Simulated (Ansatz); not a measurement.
A calculation on 1T (CdI2-type) TiTe₂ returned lattice constant a 3.802 Å, lattice parameter c 6.906 Å, cohesive energy 3.90 eV/atom.

Question: Which level of theory produced these numbers?
(A) r²SCAN (Ansatz, a quantum-chemistry and plane-wave program)
(B) LDA (Ansatz)
(C) r²SCAN+rVV10 (Ansatz)
(D) PBE-D3(BJ) (Ansatz)

Answer: A, r²SCAN (Ansatz)

The others give: LDA 3.667 Å, 6.337 Å, 5.07 eV/atom; r²SCAN+rVV10 3.782 Å, 6.616 Å, 4.14 eV/atom; PBE-D3(BJ) 3.698 Å, 6.384 Å, 4.57 eV/atom.

Unless a cell is named, each level is at its own relaxed cell (LDA 24.59, PBE-D3(BJ) 25.20, r²SCAN 28.81, r²SCAN+rVV10 27.32 Å³/atom).

Caveats: LDA has no dispersion term either, though it tends to give short spacings of layers, chains or molecules (LDA); for a layered or molecular solid the relaxed cell lies over 5 % above the published volume, where the minimum can be shallow (r²SCAN); the cell comes from a level without a dispersion term, which matters for the spacing of layers, chains or molecules (r²SCAN). Ansatz's density-functional and Hartree–Fock values are scalar-relativistic unless marked +SOC, with PAW data made under PBE.
